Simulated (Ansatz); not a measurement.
A made-up structure of CH$_{4}$SSi, closed shell:

| atom | x (Å) | y (Å) | z (Å) |
| --- | --- | --- | --- |
| Si1 | -1.2066 | 0.2430 | -0.7042 |
| C2 | 0.1980 | -0.1923 | 0.5126 |
| S3 | 2.0578 | 0.0695 | 0.1053 |
| H4 | -0.9120 | 0.8738 | -2.2033 |
| H5 | -2.7909 | 0.0229 | -0.2812 |
| H6 | -0.0737 | -0.6501 | 1.6064 |
| H7 | 2.7274 | -0.3667 | 0.9644 |

It is relaxed with PBE-D4/def2-SVP and then PBE0-D4/def2-TZVP (Ansatz 0.2.0). Atoms count as bonded within 1.22 times the sum of their covalent radii (H–H: 0.88 Å). The end point is not checked to be a true minimum.

Task: Does its bonding change? (A judgement: the text doesn't fix the answer.)

Result: Computed: No: no bond forms or breaks.

Where it ends: The first stage lowers the energy by 1.96 eV in 12 steps. It ends as CH₄SSi ([SiH2][CH][SH]):
Si1  (-1.076, 0.142, -0.657)
C2  (0.176, -0.071, 0.494)
S3  (1.834, 0.388, 0.214)
H4  (-0.814, 0.694, -2.002)
H5  (-2.491, -0.010, -0.262)
H6  (-0.068, -0.442, 1.486)
H7  (2.440, -0.701, 0.727)
(Å)

Labels in which every atom is bracketed show which atoms are joined, not bond orders.

For scale, one of the runs: PBE0-D4/def2-TZVP relaxation, 129 basis functions, launched by `ansatz run in.yaml --threads 2 --pin off --events-out ev --progress --plain --max-ram 4352MiB`. Hardware: 2 CPU threads of an Intel Xeon 6975P-C, shared host. Wall time about 19 s.
